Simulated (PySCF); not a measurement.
Magnetic susceptibility: `C#CCCCS`, C5H8S

Cartesian coordinates in Å; atom numbers follow the order of the lines, from 1:
```xyz
14

C    -2.5610   -0.8938   -0.1997
C    -1.7883    0.0110   -0.0738
C    -0.8276    1.0885    0.0536
C     0.5832    0.6327   -0.3378
C     1.0921   -0.4421    0.6080
S     2.7890   -0.9753    0.1925
H    -3.2516   -1.6765   -0.3020
H    -0.8287    1.4487    1.0865
H    -1.1360    1.9121   -0.5963
H     1.2617    1.4881   -0.3131
H     0.5652    0.2426   -1.3589
H     1.1616   -0.0649    1.6286
H     0.4443   -1.3190    0.5956
H     2.4955   -1.4526   -1.0153
```

Computed with GIAO PBE/pcSseg-1 magnetisability, rotational g tensor and spin-rotation constants, non-relativistic, gas phase (PySCF). Geometry: GFN2-xTB.

Question: What are the magnetisability and the molar susceptibility?

Answer: Isotropic -1232 × 10⁻³⁰ J/T², or -74.2 × 10⁻⁶ cm³/mol; principal values -1308, -1223, -1164 × 10⁻³⁰ J/T², anisotropy 125 × 10⁻³⁰ J/T² (root of half the summed squared differences of the principal values). The susceptibility is in cgs units.

Question: Split it along the inertial axes a, b, c into diamagnetic and paramagnetic parts about the centre of mass, with the quadrupole moment.

Answer: 
| axis | χ (10⁻⁶ cm³/mol) | diamagnetic (10⁻⁶ cm³/mol) | paramagnetic (10⁻⁶ cm³/mol) | summed x² of all electrons (Å²) | quadrupole Θ (D Å) |
| --- | --- | --- | --- | --- | --- |
| a | -78.1 | -276.9 | 198.8 | 224.7 | -8.82 |
| b | -73.1 | -1035.9 | 962.7 | 45.8 | +5.46 |
| c | -71.3 | -1147.7 | 1076.4 | 19.4 | +3.36 |

Anisotropies 2χaa − χbb − χcc = -11.8 and 2χbb − χaa − χcc = +3.2 × 10⁻⁶ cm³/mol. Θ is traceless in Buckingham's convention.

Question: And the rotational g tensor?

Answer: 
```csv
axis,rotational constant (GHz),g,nuclear part,electronic part
a,7.0431,+0.0073,0.6649,-0.6576
b,1.2109,-0.0064,0.5413,-0.5477
c,1.0908,-0.0060,0.5456,-0.5516
```
Asymmetric top; isotopes 12C, 1H, 32S; no vibrational averaging.
